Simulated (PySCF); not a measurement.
Isomers of C5H8O, mass 84.058 u with the commonest isotopes. Method used: CAM-B3LYP/def2-SVPD in PySCF (dipole) on a GFN2-xTB geometry, gas phase. One conformer each, none proved a minimum here; rigid rotors.

Task: Order these by rotational constant A, smallest first.
A. `[CH3:1][O:2][C@@H:3]1[C@@H:4]2[CH2:5][C@H:6]12` with C1–O2–C3–C4 -79°
B. `[CH3:1]/[CH:2]=[CH:3]/[C:4]([CH3:5])=[O:6]` with C2–C3–C4–C5 -179°
C. `[CH:1]1=[CH:2][O:3][CH2:4][CH2:5][CH2:6]1` with C1–C2–O3–C4 -10°, C2–O3–C4–C5 42°, O3–C4–C5–C6 -61°, C4–C5–C6–C1 46°
D. `[OH:1][CH2:2][C:3]1=[CH:4][CH2:5][CH2:6]1` with H–O1–C2–C3 -47°, O1–C2–C3–C4 2°

Result: C (5253 MHz), A (8814 MHz), B (9113 MHz), D (9576 MHz).

Task: Order these by radius of gyration √(Σ m r²/M), smallest first.
A. `[CH:1]1=[CH:2][O:3][CH2:4][CH2:5][CH2:6]1` with C1–C2–O3–C4 -10°, C2–O3–C4–C5 42°, O3–C4–C5–C6 -61°, C4–C5–C6–C1 46° (3,4-dihydro-2H-pyran)
B. `[CH3:1]/[CH:2]=[CH:3]/[C:4]([CH3:5])=[O:6]` with C2–C3–C4–C5 -179°
C. `[OH:1][CH2:2][C:3]1=[CH:4][CH2:5][CH2:6]1` with H–O1–C2–C3 -47°, O1–C2–C3–C4 2°
D. `[CH3:1][O:2][C@@H:3]1[C@@H:4]2[CH2:5][C@H:6]12` with C1–O2–C3–C4 -79°

Result: A (1.515 Å), D (1.618 Å), C (1.775 Å), B (1.947 Å).

Task: Order these by out-of-plane moment Σ m c² = (Ia + Ib − Ic)/2, smallest first.
A. `[CH3:1][O:2][C@@H:3]1[C@@H:4]2[CH2:5][C@H:6]12` with C1–O2–C3–C4 -79°
B. `[CH3:1]/[CH:2]=[CH:3]/[C:4]([CH3:5])=[O:6]` with C2–C3–C4–C5 -179°
C. `[OH:1][CH2:2][C:3]1=[CH:4][CH2:5][CH2:6]1` with H–O1–C2–C3 -47°, O1–C2–C3–C4 2°
D. `[CH:1]1=[CH:2][O:3][CH2:4][CH2:5][CH2:6]1` with C1–C2–O3–C4 -10°, C2–O3–C4–C5 42°, O3–C4–C5–C6 -61°, C4–C5–C6–C1 46° (3,4-dihydro-2H-pyran)

Result: B (3.12 u·Å²), C (5.17 u·Å²), D (8.53 u·Å²), A (25.32 u·Å²).

| SMILES | point group | Ia (u·Å²) | Ib (u·Å²) | Ic (u·Å²) | κ | μa (D) | μb (D) | μc (D) |
| --- | --- | --- | --- | --- | --- | --- | --- | --- |
| C/C=C/C(C)=O | – | 55.46 | 266.37 | 315.58 | -0.92 | 1.79 | 2.71 | 0.01 |
| CO[C@@H]1[C@@H]2C[C@@H]21 | C1 | 57.34 | 188.09 | 194.79 | -0.97 | 0.42 | 0.20 | 1.54 |
| C1=COCCC1 | C1 | 96.21 | 105.34 | 184.48 | 0.64 | 1.25 | 0.65 | 0.26 |
| OCC1=CCC1 | – | 52.77 | 217.16 | 259.59 | -0.90 | 1.47 | 0.29 | 0.93 |
